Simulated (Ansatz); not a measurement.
CH2O, singlet: cost against accuracy

Geometry (MP2(full)/6-31G*, from the G2/97 set):

```csv
atom,x (Å),y (Å),z (Å)
O,0.0000,0.0000,0.6094
C,0.0000,0.0000,-0.6107
H,0.0000,0.9344,-1.1982
H,0.0000,-0.9344,-1.1982
```

Measured, as an electronic atomization energy: 1563.8 kJ/mol (G2/97 heats of formation of molecule and atoms, with zero-point and thermal terms from B3LYP taken off; Curtiss et al., J. Chem. Phys. 106, 1063 (1997), Staroverov et al., J. Chem. Phys. 119, 12129 (2003)). The measured value holds scalar relativity and spin–orbit coupling, which all computed ones lack, and core correlation, which the wave-function levels lack. Atoms are taken at the same level; beside RHF, RMP2 and RCC rows they are unrestricted. Truncated CI is not size-consistent. The atoms' steps beyond CCSDT(Q) are taken from restricted open-shell runs, which share full CI's core. Ansatz 0.2.0; the 6-31G* set has Cartesian d functions; a miss is computed less measured; times are wall times on shared hosts and scatter by a factor of two or so. A small miss in a small set is a cancellation of the method's error against the basis error.

```
                   level    basis  miss (kJ/mol)      time of the run              hardware
                     RHF   STO-3G         -464.9               0.09 s          1 CPU thread
                     UHF   STO-3G         -449.0               0.09 s          1 CPU thread
               RCCSDT(Q)   STO-3G         -134.9               0.51 s          1 CPU thread
                     PBE   STO-3G          186.2               0.33 s          1 CPU thread
                 wB97M-V   STO-3G          142.8                1.1 s          1 CPU thread
                  B2PLYP   STO-3G           -6.7               0.47 s          1 CPU thread
                    RMP2    6-31G         -253.4                    –                     –
                RCCSD(T)    6-31G         -269.8               0.18 s          1 CPU thread
MRCISD+Q (valence space)    6-31G         -269.3                  7 s          1 CPU thread
                     PBE    6-31G          -29.0                0.4 s          1 CPU thread
                  B2PLYP    6-31G         -156.3               0.49 s          1 CPU thread
                     RHF   6-31G*         -507.2               0.21 s          1 CPU thread
                    RMP2   6-31G*          -98.1                    –                     –
                 RCCSDTQ   6-31G*         -131.2                  9 s  H100 + 2 CPU threads
                     PBE   6-31G*           51.9               0.34 s          1 CPU thread
                 wB97M-V   6-31G*            9.2                1.2 s          1 CPU thread
                  B2PLYP   6-31G*          -43.7               0.49 s          1 CPU thread
                    RMP2  cc-pVDZ          -88.2                    –                     –
                RCCSD(T)  cc-pVDZ         -120.2               0.33 s          1 CPU thread
               RCCSDT(Q)  cc-pVDZ         -117.5                3.9 s          1 CPU thread
                 RCCSDTQ  cc-pVDZ         -117.9                 21 s  H100 + 2 CPU threads
MRCISD+Q (valence space)  cc-pVDZ         -124.3                7.5 s          1 CPU thread
                     PBE  cc-pVDZ           29.8               0.37 s          1 CPU thread
                   B3LYP  cc-pVDZ          -30.5               0.54 s          1 CPU thread
                     RHF  cc-pVTZ         -495.5               0.82 s          1 CPU thread
                    RMP2  cc-pVTZ           -4.2                    –                     –
               RCCSDT(Q)  cc-pVTZ          -41.7                9.5 s  H100 + 2 CPU threads
MRCISD+Q (valence space)  cc-pVTZ          -49.6                 14 s  H100 + 2 CPU threads
                     PBE  cc-pVTZ           50.2               0.61 s          1 CPU thread
                  r2SCAN  cc-pVTZ           -3.4  1.3 s (with forces)          1 CPU thread
                   B3LYP  cc-pVTZ           -4.3               0.65 s          1 CPU thread
                 wB97M-V  cc-pVTZ            0.3  2.3 s (with forces)          1 CPU thread
                  B2PLYP  cc-pVTZ          -11.3                1.1 s          1 CPU thread
                     RHF  cc-pVQZ         -491.9                3.1 s          1 CPU thread
                    RMP2  cc-pVQZ           22.7                    –                     –
                RCCSD(T)  cc-pVQZ          -18.2                3.4 s  H100 + 2 CPU threads
               RCCSDT(Q)  cc-pVQZ          -17.4                 57 s  H100 + 2 CPU threads
                     PBE  cc-pVQZ           53.0                  7 s  H100 + 2 CPU threads
                 wB97M-V  cc-pVQZ            2.7                6.5 s  H100 + 2 CPU threads
                  B2PLYP  cc-pVQZ           -0.8                3.7 s  H100 + 2 CPU threads
```

HF's time is that of a plain UHF run. A dash: the level came out of a higher level's run.

Some unrestricted rows aren't spin-pure. Their determinants' ⟨S²⟩ reaches 0.32 in the UHF rows, against 0.00 for a pure state.

A composite of the best parts (restricted reference, at this geometry, which isn't the minimum of the high levels):

```
                                    part   kJ/mol
Hartree–Fock limit (T, Q; exp(−5.46 √X))  1073.01
   CCSD(T) correlation limit (T, Q; X⁻³)   489.00
                    CCSDT − CCSD(T) (QZ)    -1.99
                                (Q) (QZ)     2.77
                  CCSDTQ − CCSDT(Q) (DZ)    -0.36
                                     sum   1562.4
                       sum less measured     -1.4
```
